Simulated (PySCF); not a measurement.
Stepwise substitution at one centre (B H-Cl). Isolated molecules, 0 K electronic values unless said otherwise. Strings in code marks are SMILES.

The four lowest singlet excitations (Tamm–Dancoff). Computed with TPSSh-D3(BJ)/def2-TZVP // CAM-B3LYP-D3(BJ)/def2-TZVP run with PySCF 2.14.0. Excitations are Tamm–Dancoff values on a coarser integration grid. The basis has no diffuse functions, so Rydberg states are missing or too high.

| state | energy (eV) | wavelength (nm) | oscillator strength |
|---|---|---|---|
| S1 | 5.04 | 246 | 0.000 |
| S2 | 7.47 | 166 | 0.137 |
| S3 | 7.67 | 162 | 0.007 |
| S4 | 7.73 | 160 | 0.000 |

Name which member gives these states.
A) `BCl`
B) `ClB(Cl)Cl`
C) `ClBCl`

A, `BCl`
